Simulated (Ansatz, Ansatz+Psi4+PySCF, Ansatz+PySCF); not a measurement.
```yaml
atoms:
  - { symbol: N, position_ang: [0.0000, 0.0000, 0.1559] }
  - { symbol: H, position_ang: [0.0000, 0.0000, -1.0914] }
```

Basis set: cc-pVTZ (spherical functions). Correlated methods keep 1 orbital frozen. Correlation on ROHF uses semicanonical orbitals with singles. Charge 0, multiplicity 3.

Computed with Ansatz (development build ahead of 0.2.0); each method stands on the lowest determinant of its kind that the runs found.

The atomization energy at this shape (free ground-state atoms in the same class of orbitals less the molecule, no zero-point energy) of triplet NH:

```tsv
method	atomization energy
ROHF-MP2	262.4 kJ/mol
UHF-MP2	259.2 kJ/mol
```

Question: What does UHF-CCSD(T) give?

Answer: 281.1 kJ/mol. Caution: the shape is not the minimum.
